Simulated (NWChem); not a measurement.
System: carbon disulfide (CS2); SMILES S=C=S

NWChem input:

```
start job
memory heap 200 mb stack 900 mb global 1100 mb
geometry units angstroms noautoz
  S     -1.554913     0.057087     0.017167
  C      0.000010     0.000207     0.000000
  S      1.554924    -0.056959    -0.017167
end
basis spherical
  * library 6-311++g**
end
dft
  xc b3lyp
  iterations 150
  mulliken
end
task dft energy
```

Geometry: optimised at PBE0/def2-SVP. B3LYP is NWChem's, with the RPA form of VWN correlation.

**Question.** What results follow from this input? (B3LYP/6-311++G** (spherical d).) Quantities: basis functions; energy (Ha); highest occupied level (eV); orbital gap (eV).

**Answer.** The number of basis functions is 82, the energy (Ha) is -834.55 and the highest occupied level (eV) is -7.65. The orbital gap (eV) comes out as 5.47.
